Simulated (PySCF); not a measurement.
C₃H₂O₂.
Bonds: C1–C2 (triple), C2–C3, C3–O4 (double), C3–O5. Hydrogens: H6 on C1; H7 on O5.

The geometry is computed with GFN2-xTB (gas phase).

What internal coordinates does the optimisation give?

```csv
bond,length (pm),order
C1≡C2,119.9,triple
C2–C3,144.2,single
C3=O4,120.2,double
C3–O5,133.8,single
C1–H6,105.1,single
O5–H7,97.0,single
```

Orders are formal, as drawn. A selection of angles:
```csv
angle,degrees
C2–C1–H6,179.4
C1–C2–C3,177.4
C2–C3–O4,124.5
C2–C3–O5,111.7
O4–C3–O5,123.9
C3–O5–H7,110.1
```

Dihedral angles: H7–O5–C3–C2 180° (antiperiplanar).

The 5 heavy atoms lie in one plane (0.000 Å rms). The 2 C–O bonds span 1.202 Å (C3=O4, drawn double) to 1.338 Å (C3–O5, drawn single), a spread of 0.136 Å. O5 (acid hydroxyl oxygen) is bent (angle 110.1°). The 2 C–C bonds span 1.199 Å (C1≡C2, drawn triple) to 1.442 Å (C2–C3, drawn single), a spread of 0.243 Å.

Point group: Cs (every atom within 0.08 Å of its image). Whether it is a minimum is left open (no frequencies). One conformer, not necessarily the lowest (C2–C3–O5–H 180°).
